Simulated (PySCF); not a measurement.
BHF₂, optimised at GFN2-xTB:

```xyz
4

B      0.2426    -0.1014    -0.1708
F     -0.1089     0.5249    -1.2616
F     -0.1289    -1.3508    -0.0878
H      0.8508     0.4226     0.6770
```

Energies from PySCF (xtb for GFN2), thermal terms from the rigid-rotor harmonic-oscillator model, ideal gas at 1 bar. 6-31G* has spherical d functions here. All species are closed-shell singlets. B3LYP is the form with VWN-RPA correlation.

### Question
List the harmonic frequencies (cm⁻¹, unscaled) at this level and at the other levels, each on its own geometry.

### Answer
- GFN2-xTB: 481, 738, 993, 1157, 1340, 2685
- B3LYP/6-31G*: 541, 944, 1125, 1179, 1477, 2740
- HF/6-31G*: 571, 1016, 1200, 1237, 1546, 2873
- PBE/def2-SVP: 532, 901, 1071, 1151, 1433, 2631
- PBE0/def2-TZVP: 539, 925, 1088, 1188, 1445, 2695
